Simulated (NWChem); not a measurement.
System: acetylene (C₂H₂); SMILES C#C

Parts of the log:

```
             Northwest Computational Chemistry Package (NWChem) 7.3.0
             --------------------------------------------------------

 ORDER OF PRIMARY AXIS IS BEING SET TO 4
 D4H symmetry detected

                             Geometry "geometry" -> ""
                             -------------------------

 Output coordinates in angstroms (scale by  1.889725989 to convert to a.u.)

  No.       Tag          Charge          X              Y              Z
 ---- ---------------- ---------- -------------- -------------- --------------
    1 C                    6.0000     0.00000000     0.00000000    -0.60426500
    2 C                    6.0000     0.00000000     0.00000000     0.60426500
    3 H                    1.0000     0.00000000     0.00000000    -1.67924200
    4 H                    1.0000     0.00000000     0.00000000     1.67924200

 Effective nuclear repulsion energy (a.u.)      24.6089184991

      Symmetry information
      --------------------

 Group name             D4h
 Group number             28
 Group order              16
 No. of unique centers     2

                                 NWChem DFT Module
                                 -----------------

 Summary of "ao basis" -> "ao basis" (spherical)
 ------------------------------------------------------------------------------
       Tag                 Description            Shells   Functions and Types
 ---------------- ------------------------------  ------  ---------------------
 C                          def2-svp                 6       14   3s2p1d
 H                          def2-svp                 3        5   2s1p

      Symmetry analysis of basis
      --------------------------

        a1g         9
        a1u         0
        a2g         0
        a2u         9
        b1g         1
        b1u         1
        b2g         1
        b2u         1
        eg          8
        eu          8

            General Information
            -------------------
          SCF calculation type: DFT
          Wavefunction type:  closed shell.
          No. of atoms     :     4
          No. of electrons :    14
           Alpha electrons :     7
            Beta electrons :     7
          Charge           :     0
          Spin multiplicity:     1
          Use of symmetry is: on ; symmetry adaption is: on
          Maximum number of iterations: 150
          AO basis - number of functions:    38
                     number of shells:    18
          Convergence on energy requested:  1.00D-06
          Convergence on density requested:  1.00D-05
          Convergence on gradient requested:  5.00D-04

              XC Information
              --------------
                         B3LYP Method XC Potential
                     Hartree-Fock (Exact) Exchange  0.200
                        Slater Exchange Functional  0.800 local
                    Becke 1988 Exchange Functional  0.720 non-local
              Lee-Yang-Parr Correlation Functional  0.810
                  VWN I RPA Correlation Functional  0.190 local

             Grid Information
             ----------------
          Grid used for XC integration:  medium
          Radial quadrature: Mura-Knowles
          Angular quadrature: Lebedev.
          Tag              B.-S. Rad. Rad. Pts. Rad. Cut. Ang. Pts.
          ---              ---------- --------- --------- ---------
          C                   0.70       49           8.0       434
          H                   0.35       45          10.0       434
          Grid pruning is: on
          Number of quadrature shells:    94
          Spatial weights used:  Erf1

      Superposition of Atomic Density Guess
      -------------------------------------

 Sum of atomic energies:         -76.24817908

      Non-variational initial energy
      ------------------------------

 Total energy =     -77.081660
 1-e energy   =    -149.611570
 2-e energy   =      47.920991
 HOMO         =      -0.363552
 LUMO         =       0.057699

      Symmetry analysis of molecular orbitals - initial
      -------------------------------------------------

 !! scf_movecs_sym_adapt:    4 vectors were symmetry contaminated

  Symmetry fudging

 !! scf_movecs_sym_adapt:    2 vectors were symmetry contaminated

  Numbering of irreducible representations:

     1 a1g         2 a1u         3 a2g         4 a2u         5 b1g
     6 b1u         7 b2g         8 b2u         9 eg         10 eu

  Orbital symmetries:

     1 a1g         2 a2u         3 a1g         4 a2u         5 a1g
     6 eu          7 eu          8 eg          9 eg         10 a2u
    11 a1g        12 a2u        13 a1g        14 eu         15 eu
    16 eg         17 eg

     ---------------------------------------------
      Total Density - Mulliken Population Analysis
     ---------------------------------------------

    Atom       Charge   Shell Charges
 -----------   ------   -------------------------------------------------------
    1 C    6     6.14   1.99  0.97  0.47  1.92  0.75  0.03
    2 C    6     6.14   1.99  0.97  0.47  1.92  0.75  0.03
    3 H    1     0.86   0.62  0.21  0.03
    4 H    1     0.86   0.62  0.21  0.03

   convergence    iter        energy       DeltaE   RMS-Dens  Diis-err
 ---------------- ----- ----------------- --------- --------- ---------
 d= 0,ls=0.0,diis     1    -77.2498579149 -1.02D+02  1.11D-02  1.79D-01
 d= 0,ls=0.0,diis     2    -77.2711557414 -2.13D-02  3.02D-03  1.14D-02
 d= 0,ls=0.0,diis     3    -77.2724112768 -1.26D-03  9.31D-04  1.85D-03
 d= 0,ls=0.0,diis     4    -77.2726554152 -2.44D-04  1.84D-04  8.90D-05
 d= 0,ls=0.0,diis     5    -77.2726695609 -1.41D-05  8.11D-06  1.15D-07
 d= 0,ls=0.0,diis     6    -77.2726695778 -1.69D-08  8.08D-07  7.87D-10

         Total DFT energy =      -77.272669577759
      One electron energy =     -151.520119950255
           Coulomb energy =       61.110979202957
    Exchange-Corr. energy =      -11.472447329595
 Nuclear repulsion energy =       24.608918499134

[...]
```

Level: B3LYP/def2-SVP. All runs use the structure optimised with PBE0/def2-SVP.

Q: Reconstruct the input file.

A: One answer among several that fit: the input that was run:
```
start job
memory heap 200 mb stack 900 mb global 1100 mb
geometry units angstroms noautoz
  C      0.000000     0.000000    -0.604265
  C      0.000000     0.000000     0.604265
  H      0.000000     0.000000    -1.679242
  H      0.000000     0.000000     1.679242
end
basis spherical
  * library def2-svp
end
dft
  xc b3lyp
  iterations 150
  mulliken
end
task dft energy
```
